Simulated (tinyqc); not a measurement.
Stretching all distances: RHF, UHF, MP2, CISD and CCSD against full CI in the sto-3g basis, for H3O+, spin multiplicity 1. Computed by the program tinyqc with PySCF. 

Geometry (angstrom):
```
atom        x        y       z
O      0.0000   0.0000  0.3920
H      0.8400   0.0000  0.0000
H     -0.4200   0.7280  0.0000
H     -0.4200  -0.7280  0.0000
```

All coordinates are multiplied by the scale. c0^2 is the weight of the RHF determinant in the lowest singlet FCI state (UHF is spin-contaminated and may lie near states of higher spin) and n(LUMO) the first natural occupation beyond the occupied space.

Full CI energy (hartree) and errors against it (kcal/mol):
```
scale  distance 1-2 (angstrom)     E(FCI)      RHF     UHF     MP2    CISD    CCSD  <S^2> UHF   c0^2  n(LUMO)
0.920                    0.853  -75.27814   31.661  31.661   6.746   0.527   0.132      0.000  0.980    0.014
1.130                    1.047  -75.39506   48.834  48.834  11.153   1.559   0.366      0.000  0.959    0.029
1.340                    1.242  -75.31809   73.169  73.169  17.162   4.213   0.939      0.000  0.916    0.056
1.560                    1.446  -75.19085  107.770  93.620  24.791  10.465   2.065      0.950  0.834    0.111
1.770                    1.641  -75.07785  149.314  70.801  32.068  21.416   2.814      1.840  0.710    0.207
1.980                    1.835  -74.98941  196.863  43.749  38.677  37.888  -1.853      2.288  0.542    0.341
```

UHF parts from RHF first at scale 1.56 of those listed, where <S^2> leaves zero. The weight c0^2 goes from 0.98 to 0.54 and n(LUMO) from 0.01 to 0.34: static correlation grows as the bonds break into open-shell fragments. The spread of the error along the curve, which distorts its shape, is CCSD 4.7, MP2 31.9, CISD 37.4, UHF 62.0, RHF 165.2 kcal/mol. Below FCI somewhere: CCSD, as non-variational methods may be. The table stops here: at scale 2.19 and beyond, the reference weight falls under 0.45 or RHF, UHF or CCSD hop between solutions, so those rows were left out and the spreads given cover only the rows shown. As computed, partly on other solutions, the errors there reach in size RHF 245, UHF 24, MP2 52, CISD 60, CCSD 24 kcal/mol.
